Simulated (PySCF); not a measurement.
Species: C₄H₉Cl.
Geometry (PBE0-D3(BJ)/def2-TZVP, Å), atoms numbered from 1 in this order:
```
atom  x, y, z in Å
C1    -1.9449    0.1333   -0.3053
C2    -0.4742   -0.0248   -0.6499
C3     0.4194    0.0247    0.5810
C4     1.8765   -0.1388    0.2207
Cl5    2.9289   -0.0597    1.6612
H6    -2.2805   -0.6654    0.3615
H7    -2.5699    0.1051   -1.2002
H8    -2.1296    1.0846    0.2007
H9    -0.3191   -0.9742   -1.1748
H10   -0.1734    0.7631   -1.3498
H11    0.1316   -0.7634    1.2839
H12    0.2826    0.9761    1.1044
H13    2.2133    0.6493   -0.4531
H14    2.0674   -1.1039   -0.2495
```

Level: wB97X-D/pcSseg-2 in PySCF, non-relativistic, on one gas-phase PBE0-D3(BJ)/def2-TZVP geometry that isn't relaxed in the solvent. The solvent is an IEF-PCM continuum (van der Waals radii × 1.2). The model holds no explicit solvent molecules, cavitation or dispersion.

Gas phase at wB97X-D/pcSseg-2: HOMO -10.19 eV, LUMO 2.15 eV, dipole 2.35 D.

Q: What does the continuum do to the energy, the frontier levels and the dipole at wB97X-D/pcSseg-2 in chloroform?

A: 
```tsv
solvent	ε	E(solvent) − E(gas) (kcal/mol)	polarisation term (kcal/mol)	distortion of the solute (kcal/mol)	HOMO (eV)	LUMO (eV)	dipole (D)
chloroform	4.711	-2.15	-2.42	0.27	-10.28	2.38	2.80
```

Polarisation term: ½ Σ q·V over the induced surface charges. Distortion: the rise of the solute's own energy as its density leaves the gas-phase optimum.

Q: Which radius a makes the point-dipole formula ΔE = −[(ε − 1)/(2ε + 1)]·μ²/a³ give the value in chloroform, with the gas-phase dipole?

A: μ = 0.923 au and |ΔE| = 0.00342 Eh give a = 2.36 Å; the farthest nucleus lies 3.36 Å from the centroid of the nuclei, so such a sphere wouldn't even hold the nuclei. The formula assumes a rigid point dipole at the centre of a sphere.

Q: Give the dipole vector in the frame of the coordinates (D, pointing from negative to positive charge), gas and chloroform.

A: Gas (-1.61, -0.06, -1.71), solvent (-1.86, -0.09, -2.10). Its length changes by +20 % and its direction by 2°.

Hardware: an Intel Xeon Platinum 8259CL at 2.50 GHz with 2 threads, no GPU (shared host). Cost: 43 s wall, 97 s CPU, 2.5 GiB resident at most. This is the whole shielding run at wB97X-D/pcSseg-2 in chloroform, SCF included.

The pairwise dispersion term of wB97X-D wasn't added to the energies; at a given geometry it leaves orbitals and properties as they are.
